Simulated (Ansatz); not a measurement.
# SiH2SF (SMILES F[SiH]S) at USVWN5/STO-3G

Aim: the vertical doublet–quartet gap of SiH2SF at USVWN5/STO-3G, from 2 runs. 

The results are computed with Ansatz 0.2.0.

72 further runs of the same task are left out: 4 that didn't finish, 68 set aside as unsound or not needed.

## 1. The structure to begin with

SiH2SF has 5 atoms, charge 0, and is taken as a doublet. As SMILES, `F[SiH]S`. The shape is that of a PBE0-D4/def2-TZVP optimisation. This is one conformer, not always the lowest.

Bond lengths: F1–Si2 1.603 Å, Si2–S3 2.122 Å, Si2–H4 1.489 Å, S3–H5 1.344 Å. Angles: F1–Si2–S3 112.5°, F1–Si2–H4 107.6°, S3–Si2–H4 105.3°, Si2–S3–H5 95.0°.

## 2. A single-point energy at USVWN5/STO-3G

molecule.yaml reads:

```yaml
crystal:
  periodic: [false, false, false]
  atoms:
    - symbol: F
      position_ang: [-1.242300, -0.527200, 1.134200]
    - symbol: Si
      position_ang: [-0.629400, -0.168000, -0.303300]
    - symbol: S
      position_ang: [1.400700, 0.438500, -0.191800]
    - symbol: H
      position_ang: [-0.621800, -1.416500, -1.115500]
    - symbol: H
      position_ang: [1.142700, 1.599500, 0.435000]
basis:
  gaussian: {orbitals: STO-3G}
magnetization: {spin_polarized: true, initial_magnetization: 1}
hamiltonian: {xc: {name: SVWN5}}
accuracy: high
```

On the command line:

```bash
$ ansatz run molecule.yaml --threads 1 --pin off --max-ram 2610MiB --events-out events.jsonl --progress --plain --runs-dir runs
```

What it wrote:

```text
Warning: RAYON_NUM_THREADS=1 ignored (pool sized by the plan → 1); use --threads N
Functional definition: SVWN5
  name "SVWN5"
  exchange = slater_x
  correlation = vwn5_c
461 factors; integrals over basis functions are off by at most 2.7e-8 eV
mean field evaluation 1: about -21121.1911 eV, gradient 1.1e1 eV
mean field evaluation 2: about -21119.4854 eV, gradient 1.9e1 eV
mean field evaluation 4: about -21122.0889 eV, gradient 1.5e0 eV
mean field evaluation 8: about -21122.0771 eV, gradient 3.7e-2 eV
mean field evaluation 16: about -21122.0771 eV, gradient 4.2e-7 eV
mean field -21122.07712246 eV, -776.2220171922 hartree, gradient 6.1e-8 eV, S^2 0.750295; 0 other end points of the search recorded, 0 dependent functions left out
reference -21122.07712410 eV, -776.2220172526 hartree; 21, 20 occupied and 4, 5 virtual orbitals, 461 factors
Total energy: -21122.07712410 eV, -776.2220172526 hartree
```

It took 1.4 s on 1 thread of Arm Neoverse V1, shared host; peak memory 0.12 GiB.

## 3. The quartet

in.yaml reads:

```yaml
basis:
  gaussian: {orbitals: STO-3G}
crystal:
  periodic: [false, false, false]
  atoms:
    - {symbol: F, position_ang: [-1.242300, -0.527200, 1.134200]}
    - {symbol: Si, position_ang: [-0.629400, -0.168000, -0.303300]}
    - {symbol: S, position_ang: [1.400700, 0.438500, -0.191800]}
    - {symbol: H, position_ang: [-0.621800, -1.416500, -1.115500]}
    - {symbol: H, position_ang: [1.142700, 1.599500, 0.435000]}
accuracy: high
magnetization: {spin_polarized: true, initial_magnetization: 3}
hamiltonian: {xc: {name: SVWN5}}
```

On the command line:

```bash
$ ansatz run in.yaml --threads 1 --pin off --max-ram 2610MiB --events-out events.jsonl --progress --plain --runs-dir runs
```

What it wrote:

```text
Warning: RAYON_NUM_THREADS=1 ignored (pool sized by the plan → 1); use --threads N
Functional definition: SVWN5
  name "SVWN5"
  exchange = slater_x
  correlation = vwn5_c
461 factors; integrals over basis functions are off by at most 2.7e-8 eV
mean field evaluation 1: about -21112.9300 eV, gradient 8.9e0 eV
mean field evaluation 2: about -21101.9751 eV, gradient 3.6e1 eV
mean field evaluation 4: about -21105.1043 eV, gradient 2.6e1 eV
mean field evaluation 8: about -21113.6949 eV, gradient 7.9e-2 eV
mean field evaluation 16: about -21113.6950 eV, gradient 7.5e-8 eV
mean field evaluation 32: about -21111.6670 eV, gradient 7.3e0 eV
mean field -21113.69499229 eV, -775.9139795903 hartree, gradient 7.5e-8 eV, S^2 3.750496; 6 other end points of the search recorded, 0 dependent functions left out
reference -21113.69499391 eV, -775.9139796498 hartree; 22, 19 occupied and 3, 6 virtual orbitals, 461 factors
Total energy: -21113.69499391 eV, -775.9139796498 hartree
```

Run time: 2.9 s. Hardware: 1 thread of Arm Neoverse V1, shared host; peak memory 0.12 GiB.

## 4. Summary of results

At USVWN5/STO-3G:

```
                                        quantity          value
                           doublet: total energy  -776.22202 Eh
                                   doublet: ⟨S²⟩          0.750
                           quartet: total energy  -775.91398 Eh
                                   quartet: ⟨S²⟩          3.750
vertical energy of the quartet above the doublet       8.382 eV
```

At this shape the quartet lies 8.38 eV (193 kcal/mol) above the doublet. In a minimal basis such a difference can be off by several eV, whatever the method.
